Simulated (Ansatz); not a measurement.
`C[Si]O` + H₂S → `O[Si]S` + CH₄ at 700 K and 1 bar (ligand exchange at the Si–C bond).

Calculated with Ansatz (gas phase, PBE0-D4/def2-TZVP geometries, no zero-point term in ΔE). CCSD(T)/CBS is extrapolated from def2-TZVPP and def2-QZVPP, frozen cores. Each species was taken in one conformer, which may not be the lowest.

| species | CCSD(T)/CBS energy (Eh) | H − E (kJ/mol) | S (J/(mol·K)) |
| --- | --- | --- | --- |
| `C[Si]O` | -404.71104 | 182.1 | 367.0 |
| H₂S | -398.97119 | 64.8 | 236.9 |
| `O[Si]S` | -763.26573 | 108.0 | 356.0 |
| CH₄ | -40.45885 | 145.9 | 224.0 |

H − E and S are ideal-gas, rigid-rotor, harmonic terms from PBE0-D4/def2-TZVP, for one conformer and one mirror image of each species. 1 Eh = 2625.50 kJ/mol, R = 8.31446 J/(mol·K).

Question: By hand: ΔE, ΔH, ΔS and ΔG.

Answer: ΔE = (-763.26573) + (-40.45885) − (-404.71104) − (-398.97119) = -0.04235 Eh = -111.2 kJ/mol. Δ(H − E) = 108.0 + 145.9 − 182.1 − 64.8 = 7.0, so ΔH = -104.2 kJ/mol. ΔS = 356.0 + 224.0 − 367.0 − 236.9 = -23.9 J/(mol·K). ΔG = -104.2 − 700 × (-23.9)/1000 = -87.5 kJ/mol.

Question: By hand: the equilibrium constant, and the temperature at which ΔG would vanish if ΔH and ΔS stayed fixed.

Answer: log₁₀ K = −ΔG/(RT ln 10) = 6.5. ΔG = 0 at ΔH/ΔS = 4360 K, far beyond where these terms or the molecules hold.

ΔH outweighs TΔS. A doubt of 5 kJ/mol in ΔE shifts log₁₀ K by 0.4 here. Other conformers and mirror images would add mixing entropy, several J/(mol·K) or more a flexible species. These are equilibria of isolated gas molecules and say nothing of rates. Largest T1 diagnostic: 0.015 (customary marks: 0.02 for closed shells, 0.045 for open ones).
